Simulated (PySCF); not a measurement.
diphosphorus (P2), SMILES P#P. Heavy atoms are numbered as in [P:1]#[P:2].

Geometry: B3LYP-D3(BJ)/def2-TZVPD.

Level of theory: PBE0/pcSseg-2 (PySCF).

GIAO shieldings, no solvent; atoms alike by connectivity are averaged. δ = σ(ref) − σ: ³¹P against PH3 (σ = 579.7 ppm), references at their B3LYP-D3(BJ)/def2-TZVP geometries, non-relativistic.

Computed chemical shifts:
| nucleus | atoms | count | δ (ppm) |
|---|---|---|---|
| ³¹P | P1 | 2 | 937.2 |
